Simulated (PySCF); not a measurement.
Working out the electron affinity of Al

Al⁻ [Ne] 3s2 3p2 (3P) → Al [Ne] 3s2 3p1 (2P). All numbers are calculated (PySCF 2.14, the spin-free X2C one-electron Hamiltonian (Gaussian nucleus), in aug-cc-pVQZ-DK). Frozen: [Ne]. Energies in hartree (1 hartree = 27.21139 eV):

```tsv
part	Al⁻ (lower)	Al (upper)
UHF	-242.316261	-242.315910
MP2 opposite-spin	-0.041413	-0.035440
MP2 same-spin	-0.010055	-0.002653
```

What does Hartree-Fock give?

(-242.315910) − (-242.316261) = 0.000351 hartree = 0.010 eV.

What do MP2 and SCS-MP2 (6/5 opposite-spin, 1/3 same-spin) give?

The opposite-spin parts differ by 0.163 eV and the same-spin parts by 0.201 eV. MP2: 0.010 + (0.163) + (0.201) = 0.374 eV. SCS-MP2: 0.010 + 1.2 × (0.163) + (0.201)/3 = 0.273 eV.

A first-order spin-orbit estimate adds -0.003 eV to MP2 (valence), giving 0.371 eV against 0.433 eV (measured; photodetachment measurements, as compiled on the Wikipedia data page of electron affinities).

What remains against the reference includes basis incompleteness, the frozen core and correlation beyond second order.
